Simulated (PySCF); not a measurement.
SMILES ClB(Cl)Cl, PBE/def2-SVP optimised geometry.

```
4

Cl     1.32     0.00     0.00
B     -0.44     0.00     0.00
Cl    -1.31    -1.52     0.00
Cl    -1.32     1.52     0.00
```

Density from PBE/def2-TZVP (PySCF) at that geometry.

Minimum of the electron density along straight lines between bonded atoms, close to the bond critical point (lines longer than 1.1 times the sum of covalent radii, or with two minima, are not listed):

```
bond    length / Å  ρ at the minimum / e bohr⁻³  ∇²ρ there / e bohr⁻⁵  position (fraction from the first atom)
------  ----------  ---------------------------  --------------------  ---------------------------------------
Cl1–B2       1.753                        0.154                 -0.08                                     0.70
B2–Cl3       1.753                        0.154                 -0.08                                     0.30
B2–Cl4       1.753                        0.154                 -0.08                                     0.30
```
